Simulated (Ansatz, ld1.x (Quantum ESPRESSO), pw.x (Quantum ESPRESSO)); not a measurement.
**tungsten (W): one change to the TM potential, in the atom and in the bcc crystal**

W, norm-conserving Troullier–Martins (Kleinman–Bylander form), made with ld1.x (Quantum ESPRESSO) 7.5 (PBE, scalar-relativistic). Core [Xe] 4f14, reference 5d4 6s2 6p0. Waves: 6p (bound, empty): rc 4.00 bohr; 5d (bound): rc 1.65 bohr; 6s (bound): rc 1.95 bohr. Local part: the s channel. Core correction: none.

Change: wave 6p (bound): rc 4.00 bohr becomes 6p (bound): rc 5.86 bohr.

Cutoffs, loose and tight: the cutoffs (Ry, on a coarse ladder) from which the occupation-weighted sum of valence levels, in a spherical-Bessel basis at the reference potential, stays within 10 and 1 mRy of its value at 400 Ry. They do not see the model core or the augmentation charge, which bear on the density cutoff. Test errors are all-electron minus pseudo excitation energies from the reference, over the configurations 5d4 6s1 6p0; 5d4 6s0 6p0; 5d3 6s0 6p0; 5d3 6s2 6p0; 5d2 6s0 6p0; 5d5 6s0 6p0; 5d5 6s1 6p0; variants that change the core or the reference have their own tests.

Crystal test: bcc W in pw.x 7.5, no spin, 14³ k-points, Fermi–Dirac smearing 0.01 Ry, cutoffs set for each file from its atomic test. The reference is all-electron LAPW (Ansatz 0.2.0) with the same functional, mesh and smearing; V0 and B0 come from Birch–Murnaghan fits to the pressures at five volumes. Errors are pseudo minus all-electron; Δ is the rms difference of the E(V) curves that follow from these fits, minima aligned, over ±6 % about the mean V0. Mesh and smearing are coarse, so the numbers serve the comparison and aren't converged zero-temperature values; the lattice is a test structure that the element need not adopt.

All-electron: a0 = 3.184 Å (V0 = 16.15 Å³/atom), B0 = 300.6 GPa.

Task: Does the change bring the crystal closer to the all-electron result?

Result: The mean pressure error goes from +9.05 to +34.62 GPa, so the change moves the solid further from the all-electron pressures.

| quantity | base | changed |
| --- | --- | --- |
| outcome (atom) | generated | generated |
| cutoff, loose (atom) | 30 Ry | 30 Ry |
| cutoff, tight (atom) | 60 Ry | 60 Ry |
| bound ghosts (atom) | none | none |
| largest test error (meV) (atom) | +117 | +117 |
| cutoffs in pw.x (Ry) | 75/300 | 75/300 |
| a0 (Å) | 3.216 | – |
| a0 error (%) | +0.99 | – |
| B0 error (%) | -4.5 | – |
| Δ (meV/atom) | 30.9 | – |
| mean pressure error (GPa) | +9.05 | +34.62 |

A dash: not determined, or the minimum lies outside the volumes sampled.

Base: The largest radius (4.00 bohr) exceeds half the bond length (2.60 bohr), so the spheres overlap, which is one possible source of error among others. This is a poor potential for the solid. The logarithmic derivative shows an extra or strongly shifted pseudo pole above the reference energy (s near 1.15 Ry). Changed file: The largest radius (5.86 bohr) exceeds half the bond length (2.60 bohr), so the spheres overlap, which is one possible source of error among others. This is a poor potential for the solid. The logarithmic derivative shows an extra or strongly shifted pseudo pole above the reference energy (s near 1.29 Ry). The atomic cutoffs weigh occupied waves only.
